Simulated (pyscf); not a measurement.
PySCF, gas phase, ωB97X-D3(BJ)/def2-SVP geometries. MP2 and CC: frozen core, UHF for open shells. ΔMP2 is the change of the MP2 total energy from the triple- to the quadruple-zeta basis.

Task: What is the homolytic dissociation enthalpy (298 K, CCSD(T)/def2-TZVPP + ΔMP2(QZVPP)) of the O–Si bond of O=Si(OH)–O–SiH₃, to •O–Si(=O)–OH + SiH₃•?

Result: O–Si to •O–Si(=O)–OH + SiH₃•: 5.61 eV. The radicals are drawn with the spin at the cut bond; how far it spreads was not checked. Other isomers of •O–Si(=O)–OH were not searched in full and may lie lower. The CCSD(T) − MP2 part came from Ansatz, without density fitting, on the same reference.
